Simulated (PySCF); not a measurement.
Molecule: SMILES [BH3-][PH3+], BH6P.

Molfile (atoms numbered from 1):
```
BH6P
     RDKit          3D

  8  7  0  0  0  0  0  0  0  0999 V2000
   -1.1954   -0.1016   -0.0209 B   0  0  0  0  0  0  0  0  0  0  0  0
    0.7237    0.0052    0.0385 P   0  0  0  0  0  0  0  0  0  0  0  0
   -1.5569    0.7859    0.7350 H   0  0  0  0  0  0  0  0  0  0  0  0
   -1.4561    0.0982   -1.1967 H   0  0  0  0  0  0  0  0  0  0  0  0
   -1.4367   -1.2325    0.3678 H   0  0  0  0  0  0  0  0  0  0  0  0
    1.3659   -0.1768    1.2885 H   0  0  0  0  0  0  0  0  0  0  0  0
    1.4674   -0.9116   -0.7452 H   0  0  0  0  0  0  0  0  0  0  0  0
    1.3359    1.2164   -0.3685 H   0  0  0  0  0  0  0  0  0  0  0  0
  1  2  1  0
  1  3  1  0
  1  4  1  0
  1  5  1  0
  2  6  1  0
  2  7  1  0
  2  8  1  0
M  CHG  2   1  -1   2   1
M  END
```

Geometry PBE0-D3(BJ)/def2-SVP throughout; GIAO in PySCF, gas phase, one conformer, non-relativistic; equivalent atoms averaged; functional PBE0.

**Question.** How do the absolute shieldings σ depend on the basis set? (ppm; last column core-seconds on 1 thread of an Arm Neoverse V2, shared host)

**Answer.** 
```tsv
basis set	functions	B1	P2	H6/H7/H8	H3/H4/H5	core-s
STO-3G	20	161.9	700.6	30.30	32.26	0.82
6-31G	34	159.7	548.4	29.21	30.95	1.5
6-31G*	44	159.4	485.5	27.87	30.71	1.7
def2-SVP	62	160.1	526.9	27.33	30.31	2
6-311+G(2d,p)	98	153.7	439.9	27.06	30.37	3.6
def2-TZVP	104	154.4	422.9	27.03	30.36	3.8
```

**Question.** Which nucleus moves most, in ppm?

**Answer.** P2 (phosphorus bonded to B, 3 H): from 422.9 ppm with def2-TZVP to 700.6 ppm with STO-3G. The smallest spread is 1.95 ppm, at H3/H4/H5.

**Question.** Taking the largest basis, def2-TZVP (104 functions), as the yardstick, rank the others by their worst heavy-atom deviation.

**Answer.** 6-311+G(2d,p) 17.0 ppm (98 functions), 6-31G* 62.6 ppm (44 functions), def2-SVP 104.0 ppm (62 functions), 6-31G 125.5 ppm (34 functions), STO-3G 277.7 ppm (20 functions).

A small basis that lands close on one nucleus may do so by chance; judge by the trend and by all nuclei.
